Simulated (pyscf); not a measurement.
PH₃ + H• → PH₂• + H₂, a hydrogen abstraction (doublet surface; H–P broken, H–H formed). PySCF, gas phase, ωB97X-D3(BJ)/def2-SVP geometries. Energies in eV from the separated reactants.

Small-basis levels: PySCF, no dispersion term, spherical d functions. Open shells are spin-unrestricted. 

In single points MP2/6-31G* puts the saddle at 0.33 eV and the reaction energy at -0.80 eV. Should these be trusted to within a few kcal/mol? Compare with ωB97M-D3(BJ)/def2-TZVP.

ωB97M-D3(BJ)/def2-TZVP gives ΔE‡ = 0.14 eV and ΔE = -0.87 eV. MP2/6-31G* lies 0.19 eV over it in the barrier and 0.07 eV over it in the reaction energy, so on this step it does not hold to within 0.13 eV. ωB97M-D3(BJ)/def2-TZVP has limits of its own. This is the saddle that the search found; another between the same sides may lie lower. The angle at the transferred H is 168°.
